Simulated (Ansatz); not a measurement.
Results of r²SCAN (plane waves, PAW; Ansatz, an electronic-structure program) for bcc Ba.

Numerical settings: plane-wave cutoff 600 eV, 18×18×18 k mesh, Fermi–Dirac smearing 0.039 eV (set by the program), scalar-relativistic PAW data made under PBE.

The cell has the measured lattice: a = b = c = 5.025 Å, α = β = γ = 90.00°.

**Question.** Predict the Poisson ratio, Voigt–Reuss–Hill bulk modulus, elastic constant C44, elastic constant C12 and elastic constant C11.

**Answer.** 
Poisson ratio: 0.215
Voigt–Reuss–Hill bulk modulus: 9.14 GPa
elastic constant C44: 9.59 GPa
elastic constant C12: 6.80 GPa
elastic constant C11: 13.8 GPa

Note: the cell isn't this level's own, so it is under some stress, which shifts stiffness and frequencies.

Elastic constants are with the ions relaxed.

Spin–orbit coupling is not included.

Static lattice: no zero-point or thermal effects.

Computing time: about 7 core-minutes (a rough figure).
